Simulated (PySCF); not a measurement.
ethane cation (C2H6), SMILES CC (connectivity only; charge and spin as stated), charge +1, multiplicity 2. Atoms are numbered in the order given.

```xyz
8

C      0.0653     0.7174     0.0000
C     -0.0653    -0.7174     0.0000
H     -0.6173     1.2235     0.7694
H     -0.6173     1.2235    -0.7694
H      1.0688     1.1503     0.0000
H      0.6173    -1.2235     0.7694
H      0.6173    -1.2235    -0.7694
H     -1.0688    -1.1503     0.0000
```
Charge +1, spin multiplicity 2.

The structure is a stationary point at PBE-D3(BJ)/def2-TZVP. The multiplicity is an assumed one; other spin states were not compared.

All values below come from B3LYP/pcH-1 (PySCF).

Unrestricted Kohn–Sham, ⟨S²⟩ = 0.754. Hyperfine tensors hold the contact and dipolar terms, without spin-orbit corrections.

Computed hyperfine couplings:
```csv
nucleus,A(iso) (MHz),A(iso) (G),dipolar principal values (MHz)
13C no. 1,-22.2,-7.9,"-27.7, -24.9, 52.6"
13C no. 2,-22.2,-7.9,"-27.7, -24.9, 52.6"
1H no. 3,421.7,150.5,"-17.0, -15.3, 32.3"
1H no. 4,421.7,150.5,"-17.0, -15.3, 32.3"
1H no. 5,-17.0,-6.1,"-10.4, -4.3, 14.7"
1H no. 6,421.7,150.5,"-17.0, -15.3, 32.3"
1H no. 7,421.7,150.5,"-17.0, -15.3, 32.3"
1H no. 8,-17.0,-6.1,"-10.4, -4.3, 14.7"
```

### Question
And the g tensor (effective nuclear charges for spin-orbit coupling, GIAO)? (An estimate is asked for; the answer gives what the named calculation found.)

### Answer
principal values 2.0022, 2.0040, 2.0044; isotropic 2.0036.
